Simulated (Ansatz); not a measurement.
Geometry optimisation, RKS PBE0/6-31G* (Ansatz).

The input (input.yaml):

```yaml
crystal:
  periodic: [false, false, false]
  atoms:
    - { symbol: Si, position_ang: [-0.604884, 0.129142, -0.383572] }
    - { symbol: H, position_ang: [-0.023094, -0.957592, 1.985839] }
    - { symbol: H, position_ang: [0.66794, 0.633298, 0.185397] }
    - { symbol: H, position_ang: [-0.803755, 0.693258, -1.75166] }
    - { symbol: "N", position_ang: [-0.708282, -1.566562, -0.651282] }
    - { symbol: H, position_ang: [-0.441831, -2.260587, 0.031262] }
    - { symbol: H, position_ang: [-0.685688, -1.926244, -1.593765] }
    - { symbol: O, position_ang: [-1.755239, 0.688419, 0.694661] }
    - { symbol: H, position_ang: [-2.655545, 0.424293, 0.468479] }
    - { symbol: H, position_ang: [-0.635421, -0.616625, 2.09324] }
basis:
  gaussian: { orbitals: "6-31G*" }
hamiltonian:
  xc: pbe0
relax:
  f_tol: 0.03
  max_steps: 50
```

Run as:

```bash
$ ansatz run input.yaml --threads 1 --pin off --max-ram 2048MiB --backend cpu --events-out ev --progress --plain --runs-dir out
```

Task: Where does it end, and by what steps?

Result: The forces met the threshold. The force dipped under the threshold on the way, but the program's further checks kept it going. After 38 steps the energy has fallen by 0.201 eV; H2 moved furthest, 2.13 Å.

| step | energy less start (eV) | largest force component (eV/Å) | accepted |
| --- | --- | --- | --- |
| 0 | 0.0000 | 1.343 | yes |
| 2 | -0.1465 | 0.200 | yes |
| 4 | -0.1571 | 0.389 | no |
| 6 | -0.1771 | 0.130 | yes |
| 8 | -0.1827 | 0.129 | yes |
| 10 | -0.1860 | 0.217 | yes |
| 12 | -0.1871 | 0.116 | no |
| 14 | -0.1900 | 0.030 | yes |
| 16 | -0.1918 | 0.072 | yes |
| 18 | -0.1932 | 0.060 | yes |
| 20 | -0.1938 | 0.041 | yes |
| 22 | -0.1944 | 0.073 | yes |
| 24 | -0.1949 | 0.043 | yes |
| 26 | -0.1950 | 0.133 | no |
| 28 | -0.1957 | 0.083 | no |
| 30 | -0.1965 | 0.057 | yes |
| 32 | -0.1978 | 0.153 | yes |
| 34 | -0.1967 | 0.222 | no |
| 36 | -0.2009 | 0.034 | yes |
| 38 | -0.2012 | 0.021 | yes |

```xyz
10
Properties=species:S:1:pos:R:3
Si -0.545 0.095 -0.752
H -0.895 -0.644 3.907
H 0.811 0.641 -0.515
H -1.327 0.885 -1.746
N -0.402 -1.464 -1.462
H 0.172 -2.188 -1.052
H -1.130 -1.847 -2.047
O -1.253 0.206 0.755
H -2.189 -0.022 0.795
H -0.887 -0.421 3.196
```

Whether the end is a true minimum wasn't checked by a vibrational analysis.

Time of the run: 73 s on 1 thread of Intel(R) Xeon(R) 6975P-C (Granite Rapids) (shared host), peak memory 0.15 GiB.
